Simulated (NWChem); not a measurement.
Molecule: CS; SMILES [C-]#[S+]

Computed with NWChem. Medium grid unless said otherwise, to which SCAN and Minnesota functionals are sensitive. Coordinates come from a PBE0-D3(BJ)/def2-TZVP optimisation. Total energies of different functionals are on different scales.

```json
[
 {"level": "B3LYP/def2-SVP", "energy (Ha)": "-436.0735", "highest occupied level (eV)": "-8.47", "orbital gap (eV)": "6.18", "dipole (D)": "1.87"},
 {"level": "PBE/def2-SVP", "energy (Ha)": "-435.8379", "highest occupied level (eV)": "-7.18", "orbital gap (eV)": "4.05", "dipole (D)": "1.91"},
 {"level": "BHandHLYP/def2-SVP", "energy (Ha)": "-436.0281", "highest occupied level (eV)": "-10.26", "orbital gap (eV)": "9.35", "dipole (D)": "1.76"},
 {"level": "N12/def2-SVP", "energy (Ha)": "-436.0470", "highest occupied level (eV)": "-7.15", "orbital gap (eV)": "4.24", "dipole (D)": "1.77"},
 {"level": "M05-2X/def2-SVP", "energy (Ha)": "-436.0432", "highest occupied level (eV)": "-10.22", "orbital gap (eV)": "9.32", "dipole (D)": "1.89"},
 {"level": "B97-2/def2-SVP", "energy (Ha)": "-436.0695", "highest occupied level (eV)": "-8.55", "orbital gap (eV)": "6.33", "dipole (D)": "1.78"},
 {"level": "B97-D/def2-SVP", "energy (Ha)": "-436.0464", "highest occupied level (eV)": "-7.26", "orbital gap (eV)": "4.20", "dipole (D)": "1.84"},
 {"level": "r2SCAN/def2-SVP", "energy (Ha)": "-436.0040", "highest occupied level (eV)": "-7.66", "orbital gap (eV)": "4.58", "dipole (D)": "1.84"},
 {"level": "PBE0/def2-SVP", "energy (Ha)": "-435.8650", "highest occupied level (eV)": "[?]", "orbital gap (eV)": "[?]", "dipole (D)": "1.82"},
 {"level": "BP86/def2-SVP", "energy (Ha)": "-436.0985", "highest occupied level (eV)": "-7.33", "orbital gap (eV)": "4.09", "dipole (D)": "1.89"}
]
```

Problem. Complete the blanks.

Solution. 
- PBE0/def2-SVP, highest occupied level (eV): -8.80
- PBE0/def2-SVP, orbital gap (eV): 6.66
